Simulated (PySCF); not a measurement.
**Four-centre ligand exchange**

Start structure (Si2H7F, singlet), relaxed at PBE0-D4/def2-TZVP:

Si1  (-1.235, -0.220, 0.114)
H2  (-0.975, -1.222, -0.970)
H3  (-2.239, 0.732, -0.426)
H4  (-1.832, -0.976, 1.246)
Si5  (0.729, 0.878, 0.761)
H6  (0.642, -1.316, -1.628)
F7  (1.541, -1.227, -1.837)
H8  (0.383, 1.816, 1.863)
H9  (1.725, -0.106, 1.255)
H10  (1.288, 1.646, -0.378)
(Å)

The step: Si₂H₆ ([SiH3][SiH3]) + HF → Si₂H₅F ([F][SiH2][SiH3]) + H₂; bonds formed: Si1–F7, H2–H6; bonds broken: Si1–H2, H6–F7. PySCF 2.14 with density fitting (its default auxiliary sets; JK sets also for MP2 and CCSD(T)); basis: def2-TZVPP and def2-QZVPP; cores frozen in the correlated methods. Extrapolation: Hartree–Fock as exp(−7.88 √X), correlation as X^−2.97. Energies below are by CCSD(T) at an estimated basis limit (MP2 extrapolated from triple and quadruple zeta, plus CCSD(T) − MP2 in triple zeta).

**Question.** What are the electronic barrier and the energy of the step, from the start structure to the end structure? (To be estimated.)

**Answer.** Computed: Barrier 36.18 kcal/mol; step energy -21.77 kcal/mol (downhill); reverse barrier, their difference, 57.95 kcal/mol. Barrier and step energy count from the start structure, the reverse barrier from the end structure.

The saddle point: One imaginary mode of 1107i cm⁻¹.
| pair | start (Å) | saddle (Å) | end (Å) |
| --- | --- | --- | --- |
| Si1–F7 | 3.54 | 1.97 | 1.61 |
| H2–H6 | 1.75 | 0.96 | 0.75 |
| Si1–H2 | 1.50 | 1.70 | 3.99 |
| H6–F7 | 0.93 | 1.23 | 2.73 |

Zero-point energy (harmonic, PBE0-D4): ZPE is 37.65 kcal/mol at the start and 36.51 kcal/mol at the saddle, so the barrier goes from 36.18 to 35.04 kcal/mol.

T1 diagnostic: at most 0.015.

Labels in which every atom is bracketed show which atoms are joined, not bond orders.

For scale, one of the runs: CCSD(T)/def2-TZVPP, 213 basis functions, launched by `OMP_NUM_THREADS=4 python run.py`. The run took 13 min on 4 CPU threads of an Intel Xeon (shared host), with 2.7 GiB of host memory at its peak.
